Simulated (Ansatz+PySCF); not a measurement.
Results of a calculation; reference values are marked as such.
This PySCF input gave a total energy of -274.47955 hartree.

```python
from pyscf import gto, scf, mp

mol = gto.M(atom="""
Mg -0.005840 -0.002340 -0.706840
O 0.008260 0.002090 1.043360
""", basis='def2-svp', charge=0, spin=0)
mf = scf.UHF(mol)
mf.kernel()
pt = mp.MP2(mf, frozen=2).run()
print(mf.e_tot, pt.e_corr, pt.e_tot)
```

Task: Write an input for Ansatz with the same method and basis set.

Result:

```yaml
crystal:
  periodic: [false, false, false]
  atoms:
    - { symbol: Mg, position_ang: [-0.00584, -0.00234, -0.70684] }
    - { symbol: O, position_ang: [0.00826, 0.00209, 1.04336] }
basis:
  gaussian: { orbitals: def2-SVP }
magnetization:
  spin_polarized: true
hamiltonian:
  xc: hf
correlation:
  method: mp2
  frozen_orbitals: { Mg: 1, O: 1 }
scf:
  omitted_lower_state_checks: [stability, starts, atomic_configurations, cluster_reference, orbital_swaps, given_window_search, neighbouring_geometries, increment]
```

Ansatz (development build ahead of 0.2.0) gave -274.47955 hartree, 0.05 meV from the first. The reference isn't the lowest determinant (another lies 2.49 eV lower), but the same method gives a higher total on the lower determinant. Caution: large share of triples, a single reference is doubtful.
